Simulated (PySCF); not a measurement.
Cyclopropylamine, C₃H₇N, SMILES NC1CC1, point group C1.

Level: B97-2/6-31G* in PySCF (density fitting, grid level 2); geometry and Hessian at that level, cubic constants and property derivatives from steps of ±0.6 along each species' dimensionless normal coordinates, second-order vibrational perturbation theory. The parent has the commonest isotopes.

Equilibrium geometry (Å):

```json
{"atom": "N1", "x": "1.6269", "y": "0.1649", "z": "0.1331"}
{"atom": "C2", "x": "0.2538", "y": "0.0705", "z": "0.5575"}
{"atom": "C3", "x": "-0.8156", "y": "0.7655", "z": "-0.2202"}
{"atom": "C4", "x": "-0.7965", "y": "-0.7421", "z": "-0.1613"}
{"atom": "H5", "x": "2.0978", "y": "-0.7211", "z": "0.2902"}
{"atom": "H6", "x": "1.6730", "y": "0.3393", "z": "-0.8651"}
{"atom": "H7", "x": "0.1580", "y": "0.1165", "z": "1.6393"}
{"atom": "H8", "x": "-0.5314", "y": "1.2357", "z": "-1.1573"}
{"atom": "H9", "x": "-1.5888", "y": "1.3015", "z": "0.3194"}
{"atom": "H10", "x": "-0.4943", "y": "-1.2723", "z": "-1.0595"}
{"atom": "H11", "x": "-1.5612", "y": "-1.2479", "z": "0.4199"}
```

**Question.** Give the equilibrium and ground-state rotational constants (MHz) of parent; ²H at 6.

**Answer.** 
```csv
species,Ae,Be,Ce,A0,B0,C0,Δ0 (u Å²),harmonic ZPE (cm⁻¹)
parent,16367,6601.3,5768.1,16211,6544.7,5710.5,-19.896,21937
²H at 6,15729,6332.2,5627.5,15583,6278.6,5567.8,-22.155,21195
```

Δ0 = Ic − Ia − Ib from the ground-state constants.

**Question.** How is the parent's vibrational correction B0 − Be made up?

**Answer.** 
```tsv
axis	harmonic	Coriolis	cubic	total (MHz)
a	34	-47.1	-143	-156
b	10.4	-5.47	-61.5	-56.6
c	5.92	-4	-59.6	-57.6
```

**Question.** And its quartic centrifugal distortion constants from the harmonic force field?

**Answer.** Asymmetric top, A reduction, Ir representation: ΔJ = 2.69 kHz, ΔJK = 3.92 kHz, ΔK = 9.71 kHz, δJ = 0.242 kHz, δK = 3.53 kHz.

**Question.** Which nuclear quadrupole couplings χaa, χbb, χcc (MHz) does the parent show, at equilibrium and averaged?

**Answer.** 14N at 1: 0.4, -1.1, 0.7 and 0.4, -0.8, 0.5.

A mode lies under 250 cm⁻¹, where this perturbation treatment is rough. Internal rotors are held in one well.
